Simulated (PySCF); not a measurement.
C₂H₂FN₃.
Cartesian coordinates in Å at the GFN2-xTB level; atoms count from 1:
```xyz
8
C2H2FN3 angstrom
F     -0.0456    2.0327    0.0299
C      0.0383    0.7119    0.0030
C      1.0921   -0.1597   -0.1170
N      0.5699   -1.4027   -0.0812
N     -0.6932   -1.3460    0.0493
N     -1.0640   -0.0657    0.1050
H      2.1390    0.0246   -0.2216
H     -2.0275    0.2144    0.2080
```

The closed-shell SCF was solved with PySCF and density fitting under several settings on one GFN2-xTB geometry (grid level 2 and gas phase unless stated).

```
                       settings  basis functions  SCF cycles     E (Eh)  HOMO (eV)  LUMO (eV)  dipole (D)
                  PBE0/pcSseg-1              112          15  -341.0524      -7.84      -0.16        3.23
              wB97X-D/def2-SVPD              139          14  -341.1023      -9.73       1.53        3.15
PBE/def2-SVPD, start guess vsap              139          14  -340.8632      -6.17      -1.32        3.15
               LDA/aug-pcSseg-1              174          15  -338.8310      -6.42      -1.58        3.24
           BHandHLYP/def2-TZVPP              214          13  -341.4048      -8.76       0.96        3.11
```

Problem. Estimate the row for these settings: revPBE/pcSseg-1.

Solution. 
```tsv
settings	basis functions	SCF cycles	E (Eh)	HOMO (eV)	LUMO (eV)	dipole (D)
revPBE/pcSseg-1	112	16	-341.3320	-6.09	-1.06	3.24
```

Problem. Over all rows, what range does the HOMO–LUMO gap span?

Solution. From 4.84 eV (LDA/aug-pcSseg-1) to 11.26 eV (wB97X-D/def2-SVPD). The functional of the narrowest has no exact exchange, that of the widest range-separated exact exchange.

Problem. And the dipole moment?

Solution. From 3.11 D to 3.24 D; the largest is 1.04 times the smallest, and the median is 3.19 D.

wB97X-D ran without the empirical dispersion term, which would shift the total energy alone. Cycle counts include a coarse-grid stage where the run had one.
